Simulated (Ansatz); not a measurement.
# quartet CH4FSi: levels of theory compared

Aim: a comparison of 5 runs (U-r2SCAN/aug-cc-pVDZ, U-revPBE/aug-cc-pVDZ, UBLYP/aug-cc-pVDZ, UPBE0/aug-cc-pVDZ, UMP2/aug-cc-pVDZ) of quartet CH4FSi. 

The calculation is run with Ansatz 0.2.0.

45 further runs of the same task are left out: 45 set aside as unsound or not needed.

### 1 Starting point

The species is CH4FSi (7 atoms), meant as a quartet with charge 0. SMILES of the parent species: `C[SiH]F`. The shape is that of a PBE0-D4/def2-TZVP optimisation. That shape belongs to the parent species and isn't relaxed for this state.

Bond lengths: C1–Si2 1.864 Å, Si2–F3 1.609 Å, C1–H4 1.091 Å, C1–H5 1.093 Å, C1–H6 1.094 Å, Si2–H7 1.494 Å. Angles: C1–Si2–F3 108.7°, C1–Si2–H7 111.7°, F3–Si2–H7 106.7°, Si2–C1–H4 111.5°, Si2–C1–H5 109.9°, Si2–C1–H6 110.0°, H4–C1–H5 108.4°, H4–C1–H6 108.5°, H5–C1–H6 108.5°.

### 2 A single-point energy at U-r2SCAN/aug-cc-pVDZ (run 1)

input.yaml

```yaml
crystal:
  periodic: [false, false, false]
  atoms:
    - symbol: C
      position_ang: [-0.653500, 0.389500, -0.298000]
    - symbol: Si
      position_ang: [0.917400, -0.594100, -0.104100]
    - symbol: F
      position_ang: [0.640700, -1.812800, 0.909600]
    - symbol: H
      position_ang: [-1.444900, -0.207800, -0.754100]
    - symbol: H
      position_ang: [-0.470200, 1.260900, -0.931700]
    - symbol: H
      position_ang: [-1.000700, 0.738300, 0.679600]
    - symbol: H
      position_ang: [2.011300, 0.226000, 0.498700]
basis:
  gaussian: {orbitals: aug-cc-pVDZ}
magnetization: {spin_polarized: true, initial_magnetization: 3}
hamiltonian: {xc: r2scan}
accuracy: high
output: {orbitals: {seedname: orbitals}}
```

Started as:

```bash
ansatz run input.yaml --threads 1 --pin off --max-ram 3480MiB --events-out events.jsonl --progress --plain --runs-dir runs
```

What it wrote:

```text
Warning: RAYON_NUM_THREADS=1 ignored (pool sized by the plan → 1); use --threads N
Functional definition: r2SCAN
  name "r2SCAN"
  parameter k0 = 0.174
  parameter k1 = 0.065
  parameter a1 = 4.9479
  exchange = r2scan_x(k0 = k0, k1 = k1, a1 = a1)
  correlation = r2scan_c
2190 factors; integrals over basis functions are off by at most 3.6e-9 eV
mean field evaluation 1: about -11678.7730 eV, gradient 4.1e1 eV
mean field evaluation 2: about -11663.9320 eV, gradient 5.8e1 eV
mean field evaluation 4: about -11686.8472 eV, gradient 1.1e1 eV
mean field evaluation 8: about -11687.5106 eV, gradient 3.3e-1 eV
mean field evaluation 16: about -11687.5121 eV, gradient 4.3e-3 eV
mean field evaluation 32: about -11687.5121 eV, gradient 2.3e-7 eV
mean field -11687.51214231 eV, -429.5081491495 hartree, gradient 4.0e-8 eV, S^2 3.755549; 6 other end points of the search recorded, 0 dependent functions left out
reference -11687.51216357 eV, -429.5081499308 hartree; 18, 15 occupied and 91, 94 virtual orbitals, 2190 factors
Total energy: -11687.51216357 eV, -429.5081499308 hartree
```

Wall time 48 s (1 thread of Arm Neoverse V2, shared host); peak memory 0.52 GiB.

### 3 The energy at U-revPBE/aug-cc-pVDZ (run 2)

Edit input.yaml of step 2 so:

```diff
@@ -18,6 +18,10 @@
 basis:
-  gaussian: {orbitals: aug-cc-pVDZ}
-magnetization: {spin_polarized: true, initial_magnetization: 3}
-hamiltonian: {xc: r2scan}
+  gaussian:
+    orbitals: aug-cc-pVDZ
+magnetization:
+  spin_polarized: true
+  initial_magnetization: 3
 accuracy: high
+hamiltonian:
+  xc: {name: revPBE}
 output: {orbitals: {seedname: orbitals}}
```

Started as:

```bash
ansatz run input.yaml --threads 1 --pin off --max-ram 3480MiB --events-out events.jsonl --progress --plain --runs-dir runs
```

What it wrote:

```text
Warning: RAYON_NUM_THREADS=1 ignored (pool sized by the plan → 1); use --threads N
Functional definition: revPBE
  name "revPBE"
  parameter kappa = 1.245
  parameter beta = 0.06672455060314922
  exchange = pbe_x(kappa = kappa, mu = beta*pi^2/3)
  correlation = pbe_c(beta = beta)
2190 factors; integrals over basis functions are off by at most 3.6e-9 eV
mean field evaluation 1: about -11677.0732 eV, gradient 4.4e1 eV
mean field evaluation 2: about -11650.2569 eV, gradient 6.9e1 eV
mean field evaluation 4: about -11685.3962 eV, gradient 2.0e1 eV
mean field evaluation 8: about -11687.3498 eV, gradient 1.7e-1 eV
mean field evaluation 16: about -11687.3484 eV, gradient 3.2e-3 eV
mean field evaluation 32: about -11686.1500 eV, gradient 4.9e0 eV
mean field evaluation 64: about -11687.1168 eV, gradient 3.8e0 eV
mean field -11687.34841069 eV, -429.5021321235 hartree, gradient 8.4e-8 eV, S^2 3.752579; 6 other end points of the search recorded, 0 dependent functions left out
reference -11687.34841729 eV, -429.5021323663 hartree; 18, 15 occupied and 91, 94 virtual orbitals, 2190 factors
Total energy: -11687.34841729 eV, -429.5021323663 hartree
```

Wall time 23 s (1 thread of Arm Neoverse V2, shared host); peak memory 0.41 GiB.

Runs 3 to 4 aren't shown in full; the table further down has their settings and results.

### 4 A single-point energy at UMP2/aug-cc-pVDZ (run 5)

run.yaml

```yaml
crystal:
  periodic: [false, false, false]
  atoms:
    - {symbol: C, position_ang: [-0.653500, 0.389500, -0.298000]}
    - {symbol: Si, position_ang: [0.917400, -0.594100, -0.104100]}
    - {symbol: F, position_ang: [0.640700, -1.812800, 0.909600]}
    - {symbol: H, position_ang: [-1.444900, -0.207800, -0.754100]}
    - {symbol: H, position_ang: [-0.470200, 1.260900, -0.931700]}
    - {symbol: H, position_ang: [-1.000700, 0.738300, 0.679600]}
    - {symbol: H, position_ang: [2.011300, 0.226000, 0.498700]}
basis:
  gaussian:
    orbitals: aug-cc-pVDZ
magnetization:
  spin_polarized: true
  initial_magnetization: 3
correlation:
  method: mp2
  frozen_orbitals: {C: 1, F: 1, H: 0, Si: 5}
accuracy: high
```

Started as:

```bash
ansatz run run.yaml --threads 1 --pin off --max-ram 3480MiB --events-out events.jsonl --progress --plain --runs-dir runs
```

What it wrote:

```text
Warning: RAYON_NUM_THREADS=1 ignored (pool sized by the plan → 1); use --threads N
Functional definition: HF
  name "HF"
  exchange = exact_x
  correlation = 0
2190 factors; integrals over basis functions are off by at most 3.6e-9 eV
mean field evaluation 1: about -11651.0407 eV, gradient 2.3e1 eV
mean field evaluation 2: about -11651.0727 eV, gradient 2.3e1 eV
mean field evaluation 4: about -11654.6859 eV, gradient 3.6e0 eV
mean field evaluation 8: about -11654.9764 eV, gradient 5.2e-1 eV
mean field evaluation 16: about -11655.0098 eV, gradient 1.4e-1 eV
mean field evaluation 32: about -11655.0608 eV, gradient 7.3e-1 eV
mean field evaluation 64: about -11655.0542 eV, gradient 5.4e-1 eV
mean field evaluation 96: about -11655.0944 eV, gradient 1.1e-1 eV
mean field evaluation 128: about -11655.0890 eV, gradient 5.3e-1 eV
mean field evaluation 160: about -11655.0182 eV, gradient 5.3e-2 eV
mean field evaluation 192: about -11655.0259 eV, gradient 1.1e-1 eV
mean field evaluation 224: about -11655.0131 eV, gradient 6.1e-1 eV
mean field -11655.10174023 eV, -428.3170888417 hartree, gradient 6.0e-8 eV, S^2 3.778849; 12 other end points of the search recorded, 0 dependent functions left out
7 core orbitals not correlated: weight in the atoms' cores, before any rotation towards them, 1.000 or more for the frozen orbitals, at most 0.000 for the correlated occupied ones
reference -11655.10174023 eV, -428.3170888417 hartree; 11, 8 occupied and 91, 94 virtual orbitals, 2190 factors
second order -12.03746802 eV of doubles, -0.00000000 eV of singles
Total energy: -11667.13920825 eV, -428.7594576321 hartree
```

It took 52 s on 1 thread of Arm Neoverse V2, shared host; peak memory 0.45 GiB.

### 5 All runs side by side

| run | level | frozen core orbitals | energy (Eh) | HOMO energy (eV) | ⟨S²⟩ | wall time |
| --- | --- | --- | --- | --- | --- | --- |
| 1 | U-r2SCAN/aug-cc-pVDZ | – | -429.508150 | -1.63 | 3.756 | 48 s |
| 2 | U-revPBE/aug-cc-pVDZ | – | -429.502132 | -1.56 | 3.753 | 23 s |
| 3 | UBLYP/aug-cc-pVDZ | – | -429.563441 | -1.43 | 3.753 | 33 s |
| 4 | UPBE0/aug-cc-pVDZ | – | -429.328642 | -2.23 | 3.755 | 38 s |
| 5 | UMP2/aug-cc-pVDZ | 7 | -428.759458 | – | 3.779 | 52 s |

### 6 Results

```
                                          quantity          value
                               run 5: total energy  -428.75946 Eh
run 5: correlation energy (7 core orbitals frozen)     -442.4 mEh
          run 5: ⟨S²⟩ of the reference determinant          3.779
```

**Reading.** Totals of different functionals can't be ranked against each other. All runs together took 3.2 min, the longest 52 s.
